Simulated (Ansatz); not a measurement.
Ansatz (a program for electronic structure) input (r2SCAN0/def2-TZVPD):

Ansatz 0.2 input:
```yaml
crystal:
  periodic: [false, false, false]
  atoms:
    - {symbol: C, position_ang: [-0.00517534, -0.10696577, 0.84074838]}
    - {symbol: C, position_ang: [-0.01360476, -0.69854769, -0.52112947]}
    - {symbol: C, position_ang: [0.01459619, 0.56938060, -0.61931483]}
    - {symbol: H, position_ang: [0.91046776, -0.08734705, 1.42564298]}
    - {symbol: H, position_ang: [-0.92297864, -0.04704489, 1.41948447]}
    - {symbol: H, position_ang: [0.03761437, 1.55118910, -1.04695191]}
basis:
  gaussian:
    orbitals: def2-TZVPD
hamiltonian:
  xc: {name: r2SCAN0}
magnetization: {spin_polarized: true, initial_magnetization: 1}
output: {forces: true}
```

Output:

```
Functional definition: r2SCAN0
integrals: 0.03 GiB planned
675 factors; their error is unknown
mean field: 0.56 GiB planned
mean field evaluation 1: about -3149.6026 eV, gradient 2.9e1 eV
mean field evaluation 2: about -3150.1170 eV, gradient 2.7e1 eV
mean field evaluation 4: about -3153.6298 eV, gradient 1.9e0 eV
mean field evaluation 8: about -3153.6542 eV, gradient 1.7e-1 eV
mean field evaluation 16: about -3153.6485 eV, gradient 6.8e-3 eV
mean field -3153.64845986 eV, -115.8944432800 hartree, gradient 4.3e-5 eV, S^2 0.768840; 0 other end points of the search recorded, 0 dependent functions left out
the calculation of the forces begins
reference -3153.64846933 eV, -115.8944436282 hartree; 11, 10 occupied and 127, 128 virtual orbitals, 675 factors
Total energy: -3153.64846933 eV, -115.8944436282 hartree
Atom 0 at    -0.005175    -0.106966     0.840748 Å, force     0.003733     0.111292    -0.383122 eV/Å
Atom 1 at    -0.013605    -0.698548    -0.521129 Å, force     0.005994     0.301328     0.187317 eV/Å
Atom 2 at     0.014596     0.569381    -0.619315 Å, force    -0.007283    -0.280859     0.330167 eV/Å
Atom 3 at     0.910468    -0.087347     1.425643 Å, force    -0.085598    -0.015248    -0.084979 eV/Å
Atom 4 at    -0.922979    -0.047045     1.419484 Å, force     0.085414    -0.019007    -0.084405 eV/Å
Atom 5 at     0.037614     1.551189    -1.046952 Å, force    -0.002261    -0.097506     0.035022 eV/Å
Dipole moment:     0.006646     0.321201     0.123398 e Å
```

It need not be the lowest isomer of its formula.
